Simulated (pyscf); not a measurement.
Structures and frequencies: ωB97X-D3(BJ)/def2-SVP in PySCF.

For the elementary gas-phase step HO–PH–OH (SMILES OPO) + H₂O (SMILES O) → HO–P(OH)–OH (SMILES OP(O)O) + H₂ (SMILES [H][H]) (singlet surface; H–P, H–O broken, O–P, H–H formed), what barrier and reaction energy does ωB97M-D3(BJ)/def2-TZVP give, measured from the separated reactants?

ΔE‡ = 48.1 kcal/mol, ΔE = -14.0 kcal/mol. Zero-point energy shifts the barrier by -0.7 kcal/mol. It is a four-centre exchange, with an imaginary mode of 673i cm⁻¹. On the reactant side the descent ends in a complex (not fully relaxed), 4.1 kcal/mol under the separated species and 54.6 kcal/mol under the saddle at ωB97X-D3(BJ)/def2-TZVP. At ωB97X-D3(BJ)/def2-TZVP the barrier from the zero used here is 50.5 kcal/mol. This is the saddle that the search found; another between the same sides may lie lower.
